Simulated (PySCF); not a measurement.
**propylene: gas-phase deprotonation enthalpies at several levels**

Structure: `C=CC` (C3H6). Non-hydrogen atoms are numbered in `[CH2:1]=[CH:2][CH3:3]`.

All levels share the PBE0-D3(BJ)/ma-def2-SVP structures and the PBE0-D3(BJ)/ma-def2-SVP thermal terms; only the single-point energies (PySCF) change. Values are gas-phase deprotonation enthalpies (298 K, kJ/mol).

| level | C3 | C2 | C1 |
| --- | --- | --- | --- |
| r2SCAN-D3(BJ)/ma-def2-TZVP (grid 3) | 1620 | 1695 | 1703 |
| PBE0-D3(BJ)/aug-cc-pVDZ | 1621 | 1694 | 1701 |
| B3LYP-D3(BJ)/ma-def2-TZVP | 1624 | 1697 | 1704 |
| PBE0-D3(BJ)/aug-pcseg-1 | 1624 | 1694 | 1700 |
| HSE06/ma-def2-TZVP | 1624 | 1699 | 1706 |
| CAM-B3LYP-D3(BJ)/ma-def2-TZVP | 1625 | 1697 | 1703 |
| PBE0-D3(BJ)/ma-def2-TZVP | 1626 | 1701 | 1708 |
| BHandHLYP/ma-def2-TZVP | 1643 | 1714 | 1719 |
| PBE0-D3(BJ)/def2-TZVPP | 1643 | 1720 | 1724 |
| ωB97X-D3(BJ)/ma-def2-TZVP | 1645 | 1712 | 1716 |
| HF/ma-def2-TZVP | 1670 | 1731 | 1734 |
| PBE0-D3(BJ)/def2-SVP | 1671 | 1749 | 1755 |
| PBE0-D3(BJ)/6-31G | 1704 | 1794 | 1803 |
| PBE0-D3(BJ)/6-31G* | 1708 | 1781 | 1789 |

Hartree-Fock leaves out electron correlation, so its deprotonation energies can be off by tens of kJ/mol.

The widest spread is that of C1: 103 kJ/mol, from 1700 to 1803.

Known limits: the order of C2 and C1 is undecided: the gaps lie inside the method's error (some 10 kJ/mol, one structure a species); one E/Z form of each vinyl-type anion was tried, and another may lie lower.

Bases without diffuse functions serve anions poorly.
